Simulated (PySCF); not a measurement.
PySCF input (r2SCAN/def2-TZVP):

```python
import numpy as np, basis_set_exchange as bse
from pyscf import gto, scf, dft, df

basis = {'C': gto.basis.parse(bse.get_basis('def2-TZVP', elements=['C'], fmt='nwchem')), 'Cl': gto.basis.parse(bse.get_basis('def2-TZVP', elements=['Cl'], fmt='nwchem')), 'H': gto.basis.parse(bse.get_basis('def2-TZVP', elements=['H'], fmt='nwchem'))}
mol = gto.M(
    atom='''
    C     0.00394345    0.00524516    0.76725426
    Cl   -0.01752138    1.48253369   -0.22626440
    Cl    0.01529894   -1.48548974   -0.20614288
    H    -0.89039947   -0.00050138    1.37837936
    H     0.90452024    0.01928333    1.36901878
    ''',
    basis=basis,
    charge=0,
    verbose=4,
    max_memory=8640,
)
mf = dft.RKS(mol, xc='r2scan')
mf.grids.level = 4
mf = mf.density_fit(auxbasis=df.autoaux(mol))
mf.max_cycle = 100
mf.conv_tol = 1e-11
print('smallest overlap eigenvalue', np.linalg.eigvalsh(mol.intor('int1e_ovlp'))[0])
mf.kernel()
dip = mf.dip_moment()
```

Output:

```
PySCF version 2.14.0

[INPUT] verbose = 4
[INPUT] num. atoms = 5
[INPUT] num. electrons = 42
[INPUT] charge = 0
[INPUT] spin (= nelec alpha-beta = 2S) = 0
[INPUT] symmetry False subgroup None
[INPUT] Mole.unit = angstrom
[INPUT] Symbol           X                Y                Z      unit          X                Y                Z       unit  Magmom
[INPUT]  1 C      0.003943450000   0.005245160000   0.767254260000 AA    0.007452040486   0.009911915880   1.449900419306 Bohr   0.0
[INPUT]  2 Cl    -0.017521380000   1.482533690000  -0.226264400000 AA   -0.033110609524   2.801582644541  -0.427577747739 Bohr   0.0
[INPUT]  3 Cl     0.015298940000  -1.485489740000  -0.206142880000 AA    0.028910806596  -2.807168769451  -0.389553585729 Bohr   0.0
[INPUT]  4 H     -0.890399470000  -0.000501380000   1.378379360000 AA   -1.682611139758  -0.000947470884   2.604759486153 Bohr   0.0
[INPUT]  5 H      0.904520240000   0.019283330000   1.369018780000 AA    1.709295527726   0.036440212470   2.587070553586 Bohr   0.0

nuclear repulsion = 133.605511501017
number of shells = 45
number of NR pGTOs = 188
number of NR cGTOs = 117
basis = {'C': [[0, [13575.349682, 0.00022245814352], [2035.233368, 0.0017232738252], [463.22562359, 0.0089255715314], [131.20019598, 0.035727984502], [42.853015891, 0.11076259931], [15.584185766, 0.24295627626]], [0, [6.2067138508, 0.41440263448], [2.5764896527, 0.23744968655]], [0, [0.57696339419, 1.0]], [0, [0.22972831358, 1.0]], [0, [0.095164440028, 1.0]], [1, [34.697232244, 0.0053333657805], [7.9582622826, 0.035864109092], [2.3780826883, 0.14215873329], [0.81433208183, 0.34270471845]], [1, [0.28887547253, 0.46445822433]], [1, [0.10056823671, 0.24955789874]], [2, [1.097, 1.0]], [2, [0.318, 1.0]], [3, [0.761, 1.0]]], 'Cl': [[0, [69507.990945, 0.00054314897497], [10426.15688, 0.0041990463961], [2373.2334061, 0.021592141679], [671.56420071, 0.084598850094], [218.4199979, 0.24757249724], [77.572249714, 0.47016930228], [28.888815277, 0.37436370716]], [0, [127.10527185, 0.025182166603], [39.339582961, 0.10786112456], [7.6740679989, -0.27408821574]], [0, [3.874562763, 1.3213875014], [1.8385832573, 0.68636955368]], [0, [0.50229057542, 1.0]], [0, [0.1796272342, 1.0]], [1, [666.50423284, 0.0023632663836], [157.6424169, 0.018879300374], [50.262520978, 0.087206341273], [18.536078105, 0.2528561297], [7.2940532777, 0.4350715482]], [1, [2.9433248995, 0.35026513165]], [1, [1.0404970818, 1.0]], [1, [0.3845641508, 1.0]], [1, [0.13069642732, 1.0]], [2, [4.61, 0.2], [1.011, 1.0]], [2, [0.339, 1.0]], [3, [0.706, 1.0]]], 'H': [[0, [34.061341, 0.0060251978], [5.1235746, 0.045021094], [1.1646626, 0.20189726]], [0, [0.32723041, 1.0]], [0, [0.10307241, 1.0]], [1, [0.8, 1.0]]]}
ecp = {}
ETB for H: l = 0, exps = 0.20614482 * 1.8^n , n = 0..10
ETB for H: l = 1, exps = 0.90307241 * 2^n , n = 0..2
ETB for H: l = 2, exps = 1.6 * 2.2^n , n = 0..0
ETB for C: l = 0, exps = 0.190328880056 * 1.8^n , n = 0..15
ETB for C: l = 1, exps = 0.195732676738 * 1.8^n , n = 0..12
ETB for C: l = 2, exps = 0.20113647342 * 1.8^n , n = 0..11
ETB for C: l = 3, exps = 0.41856823671 * 2.2^n , n = 0..6
ETB for C: l = 4, exps = 0.636 * 2.2^n , n = 0..2
ETB for Cl: l = 0, exps = 0.26139285464 * 1.8^n , n = 0..16
ETB for Cl: l = 1, exps = 0.26139285464 * 1.8^n , n = 0..14
ETB for Cl: l = 2, exps = 0.26139285464 * 1.8^n , n = 0..13
ETB for Cl: l = 3, exps = 0.46969642732000005 * 2.2^n , n = 0..7
ETB for Cl: l = 4, exps = 0.678 * 2.2^n , n = 0..4
smallest overlap eigenvalue 0.0023549773084908933

******** <class 'pyscf.df.df_jk.DFRKS'> ********
method = DFRKS
initial guess = minao
damping factor = 0
level_shift factor = 0
DIIS = <class 'pyscf.scf.diis.CDIIS'>
diis_start_cycle = 1
diis_space = 8
diis_damp = 0
SCF conv_tol = 1e-11
SCF conv_tol_grad = None
SCF max_cycles = 100
direct_scf = False
XC library pyscf.dft.libxc version 7.1.2
    S. Lehtola, C. Steigemann, M. J. T. Oliveira, and M. A. L. Marques,  SoftwareX 7, 1–5 (2018)
XC functionals = r2scan
    J. W. Furness, A. D. Kaplan, J. Ning, J. P. Perdew, and J. Sun,  J. Phys. Chem. Lett. 11, 8208–8215 (2020)
    J. W. Furness, A. D. Kaplan, J. Ning, J. P. Perdew, and J. Sun,  J. Phys. Chem. Lett. 11, 9248–9248 (2020)
    J. W. Furness, A. D. Kaplan, J. Ning, J. P. Perdew, and J. Sun,  J. Phys. Chem. Lett. 11, 8208–8215 (2020)
    J. W. Furness, A. D. Kaplan, J. Ning, J. P. Perdew, and J. Sun,  J. Phys. Chem. Lett. 11, 9248–9248 (2020)
radial grids:
    Treutler-Ahlrichs [JCP 102, 346 (1995); DOI:10.1063/1.469408] (M4) radial grids

becke partition: Becke, JCP 88, 2547 (1988); DOI:10.1063/1.454033
pruning grids: <function nwchem_prune>
grids dens level: 4
symmetrized grids: False
atomic radii adjust function: <function treutler_atomic_radii_adjust>
small_rho_cutoff = 0
Set gradient conv threshold to 3.16228e-06
Initial guess from minao.
tot grids = 117408
init E= -959.78761690468
  HOMO = -0.319528189842777  LUMO = -0.0622305666562433  gap/eV = 7.00142
cycle= 1 E= -959.648103945995  delta_E= 0.14  |g|= 0.211  |ddm|= 1.66
  HOMO = -0.261983880032618  LUMO = -0.034377226270685  gap/eV = 6.19349
cycle= 2 E= -959.63694210436  delta_E= 0.0112  |g|= 0.301  |ddm|= 0.439
  HOMO = -0.273299300361068  LUMO = -0.0308834195547192  gap/eV = 6.59647
cycle= 3 E= -959.658250151724  delta_E= -0.0213  |g|= 0.0645  |ddm|= 0.241
  HOMO = -0.281953531329713  LUMO = -0.0412971858960702  gap/eV = 6.54859
cycle= 4 E= -959.659197181355  delta_E= -0.000947  |g|= 0.0217  |ddm|= 0.0561
  HOMO = -0.279808211384884  LUMO = -0.0383674306008999  gap/eV = 6.56994
cycle= 5 E= -959.659295387739  delta_E= -9.82e-05  |g|= 0.00242  |ddm|= 0.0165
  HOMO = -0.279891252675005  LUMO = -0.038465167973186  gap/eV = 6.56954
cycle= 6 E= -959.659296590044  delta_E= -1.2e-06  |g|= 0.00101  |ddm|= 0.00232
  HOMO = -0.279896969853261  LUMO = -0.0384839973234357  gap/eV = 6.56918
cycle= 7 E= -959.659296847716  delta_E= -2.58e-07  |g|= 0.000116  |ddm|= 0.000785
  HOMO = -0.279895214520141  LUMO = -0.0384841954710673  gap/eV = 6.56913
cycle= 8 E= -959.659296850903  delta_E= -3.19e-09  |g|= 2.89e-05  |ddm|= 9.98e-05
  HOMO = -0.279895665082127  LUMO = -0.0384837121070731  gap/eV = 6.56915
cycle= 9 E= -959.659296851099  delta_E= -1.97e-10  |g|= 4.24e-06  |ddm|= 2.43e-05
  HOMO = -0.279895792469719  LUMO = -0.0384840342757045  gap/eV = 6.56915
cycle= 10 E= -959.659296851107  delta_E= -7.05e-12  |g|= 6.03e-07  |ddm|= 5.54e-06
  HOMO = -0.279895797334518  LUMO = -0.0384840476521369  gap/eV = 6.56915
Extra cycle  E= -959.659296851107  delta_E= -2.27e-13  |g|= 1.06e-06  |ddm|= 1.26e-06
converged SCF energy = -959.659296851107
Dipole moment(X, Y, Z, Debye):  0.00875,  0.01165,  1.70301
```
